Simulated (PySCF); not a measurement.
Unknown compound

Molecular formula: C2H4F2. Simulated spectra:

¹H NMR (400 MHz, computed): δ 4.99 (m, 4H).

¹³C{¹H} NMR (computed): δ 88.7 (m, 2C).

[PySCF 2.14.0 with density-fitted response routines: GFN2-xTB geometry; B3LYP/pcJ-1 coupling constants; shieldings: GIAO PBE0/pcSseg-1; averaged over atoms made equivalent by symmetry, fast rotation or ring inversion; no relativistic terms; no solvent; single conformer]

Shifts are taken against calculated references (same method and geometry level): TMS for ¹H (31.72 ppm), ¹³C (186.93 ppm).

**Question.** Propose a structure and justify it.

**Answer.** 
1. Rings plus π bonds: 0.
2. 1 carbon signal for 2 carbons: some carbons are equivalent by symmetry or fast rotation.
3. Carbon types of the structure: 2 × CH2, which accounts for all hydrogens.
4. δC 88.7: sp3 CH2 bonded to F; pulled downfield by the heteroatom.
5. δH 4.99: hydrogen on an sp3 CH2 bonded to F; its carbon carries F, an electronegative neighbour.

Structure: 1,2-difluoroethane (FCCF).

Common functionals overestimate the size of one-bond C–F couplings by tens of Hz; these are unscaled. Splittings below 1 Hz are ignored in the labels, and close J values are merged. Couplings among chemically equivalent protons are left out too, so labels in AA′BB′ or AA′XX′ sets are apparent multiplicities. Shifts are as computed. Against solution values, carbons near 30 ppm lie about +3 ppm off and those near 130 ppm about +5 ppm. Of 1211 compounds with measured shifts, 218 miss one by over three times the rms of a fit or turn the order of signals round; such compounds aren't used in these exercises. Vicinal H,H couplings across rotating CH2–CH2 and CH–CH2 bonds are estimated from the computed gauche and anti values for equal rotamer populations, (2 J gauche + J anti)/3. Only one conformer was computed, so three-bond couplings in flexible chains and rings are approximate.
